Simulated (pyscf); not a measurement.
Thermochemistry of product channels of `[OH][Mg][O][SiH3]` + `[FH]` on the singlet surface, in eV, from CCSD(T)/def2-TZVPP + ΔMP2(QZVPP) energies (ideal gas, 1 atm, RRHO with modes under 100 cm⁻¹ raised to 100, one conformer, R ln 2 for chiral ones without a mode under 150 cm⁻¹). PySCF, gas phase, ωB97X-D3(BJ)/def2-SVP geometries. Correlated levels are frozen-core, on RHF or UHF. ΔMP2 is the change of the MP2 total energy from the triple- to the quadruple-zeta basis.

```csv
products,ΔE,ΔH(298 K),ΔG(600 K),ΔG(900 K)
`[OH][Mg][OH]` + `[F][SiH3]`,___,0.00,-0.11,-0.16
`[OH][Mg][F]` + `[OH][SiH3]`,-0.19,-0.17,-0.28,___
```

Problem. Complete the blanks.

Solution. 
- `[OH][Mg][OH]` + `[F][SiH3]`, ΔE: -0.01
- `[OH][Mg][F]` + `[OH][SiH3]`, ΔG(900 K): -0.33

These are energies of the channels, which say nothing of barriers. The CCSD(T) − MP2 part came from Ansatz, without density fitting, on the same reference. The frozen core leaves the outer d or s,p core shells of the metals and heavy elements correlated in the MP2 and CC values, and def2-TZVPP describes them poorly, which can shift differences by a few kcal/mol.
